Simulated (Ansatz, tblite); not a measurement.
# The cluster Cs₂Cl₂: a ladder of methods and basis sets

One table from this session's results is given with a row withheld; the runs are named, their logs left out.

Computed with Ansatz 0.2.0, Gaussian basis. Level: as each input shows.

The runs, in order: GFN1-xTB, GFN2-xTB, PBE-D4/def2-TZVP, r2SCAN-D4/def2-TZVP, r2SCANh-D4/def2-TZVP, B2PLYP/def2-TZVP, B97M-V/def2-TZVP, LC-ωPBE/def2-TZVP, revPBE-D4/def2-TZVP, PBE+5HF/def2-TZVP, PBE+10HF/def2-TZVP, PBE+15HF/def2-TZVP, PBE+35HF/def2-TZVP, PBE+50HF/def2-TZVP, PBE-D4/def2-SVP, PBE0-D4/def2-SVP, PBE0-D4/def2-TZVPD, PBE-D4/def2-TZVPD, r2SCAN-D4/def2-TZVPD, CCSD(T)/def2-TZVPP, MP2/def2-TZVP, RPA/def2-TZVP.

1 further run of the same task is left out (set aside as unsound or not needed). Runs told in other sessions of the task aren't counted.

### The relaxed structure

The geometry is that of the singlet, from an earlier relaxation (PBE-D4/def2-TZVP). At that level it is the lowest of the isomers that a small search found.

4 atoms, charge 0, spin multiplicity 1.

Bond lengths: Cs1–Cl3 3.164 Å, Cs1–Cl4 3.164 Å, Cs2–Cl3 3.164 Å, Cs2–Cl4 3.164 Å. Angles: Cl3–Cs1–Cl4 86.5°, Cl3–Cs2–Cl4 86.5°, Cs1–Cl3–Cs2 93.5°, Cs1–Cl4–Cs2 93.5°.

Cs takes a core potential in the def2 sets. No spin-orbit coupling is included.

PBE0-D4/def2-TZVP was run before; its log isn't repeated, and its numbers join the tables.

The first run:

Tight binding, by tblite at 300 K electronic temperature and without a spin-polarisation term:

```python
tblite.interface.Calculator('GFN1-xTB', numbers, positions, charge=0, uhf=0).singlepoint()
```

Tight binding, by tblite at 300 K electronic temperature and without a spin-polarisation term:

```python
tblite.interface.Calculator('GFN2-xTB', numbers, positions, charge=0, uhf=0).singlepoint()
```

start.molden holds the orbitals of an earlier run on this state, given as this run's starting guess.

in.yaml reads:

```yaml
crystal:
  periodic: [false, false, false]
  atoms:
    - {symbol: Cs, position_ang: [-0.869289, -1.837740, 1.084710]}
    - {symbol: Cs, position_ang: [0.869204, 1.837808, -1.084669]}
    - {symbol: Cl, position_ang: [-1.168848, -0.486560, -1.760781]}
    - {symbol: Cl, position_ang: [1.168942, 0.486492, 1.760740]}
basis:
  gaussian: {orbitals: def2-TZVP, initial_orbitals: start.molden}
hamiltonian: {xc: pbe, dispersion: d4}
scf: {omitted_lower_state_checks: [starts]}
output: {orbitals: {seedname: orbitals}}
```

Run with:

```
$ ansatz run in.yaml --threads 4 --pin off --events-out ev --progress --plain --max-ram 3916MiB
```

Steps of the session up to this table: PBE-D4/def2-TZVP; r2SCAN-D4/def2-TZVP; r2SCANh-D4/def2-TZVP; B2PLYP/def2-TZVP; B97M-V/def2-TZVP; LC-ωPBE/def2-TZVP; revPBE-D4/def2-TZVP; PBE+5HF/def2-TZVP; PBE+10HF/def2-TZVP; PBE+15HF/def2-TZVP; PBE+35HF/def2-TZVP; PBE+50HF/def2-TZVP; PBE-D4/def2-SVP; PBE0-D4/def2-SVP; PBE0-D4/def2-TZVPD; PBE-D4/def2-TZVPD; r2SCAN-D4/def2-TZVPD; CCSD(T)/def2-TZVPP; MP2/def2-TZVP; RPA/def2-TZVP.

One of the session's tables, all rows but one given; the rest of the session is left out.

| level | HOMO (eV) | LUMO (eV) | gap (eV) |
| --- | --- | --- | --- |
| PBE-D4/def2-SVP | -4.95 | -1.16 | 3.79 |
| PBE-D4/def2-TZVP | -5.22 | -1.10 | 4.12 |
| PBE-D4/def2-TZVPD | -5.26 | -1.09 | 4.17 |
| revPBE-D4/def2-TZVP | ? | ? | ? |
| r2SCAN-D4/def2-TZVP | -5.48 | -0.48 | 5.00 |
| r2SCAN-D4/def2-TZVPD | -5.51 | -0.44 | 5.07 |
| B97M-V/def2-TZVP | -5.50 | -0.96 | 4.54 |
| r2SCANh-D4/def2-TZVP | -5.97 | -0.40 | 5.57 |
| PBE0-D4/def2-SVP | -6.22 | -0.70 | 5.52 |
| PBE0-D4/def2-TZVP | -6.51 | -0.64 | 5.87 |
| PBE0-D4/def2-TZVPD | -6.54 | -0.63 | 5.91 |
| LC-ωPBE/def2-TZVP | -9.21 | 0.23 | 9.44 |
| PBE+5HF/def2-TZVP | -5.47 | -1.00 | 4.47 |
| PBE+10HF/def2-TZVP | -5.73 | -0.91 | 4.82 |
| PBE+15HF/def2-TZVP | -5.99 | -0.82 | 5.17 |
| PBE+35HF/def2-TZVP | -7.04 | -0.48 | 6.56 |
| PBE+50HF/def2-TZVP | -7.84 | -0.26 | 7.58 |

**Question.** Estimate the row for revPBE-D4/def2-TZVP.

As computed: HOMO (eV): -5.15; LUMO (eV): -1.13; gap (eV): 4.02. In the column «HOMO (eV)» it lies between PBE-D4/def2-TZVP (-5.22) and PBE-D4/def2-SVP (-4.95).
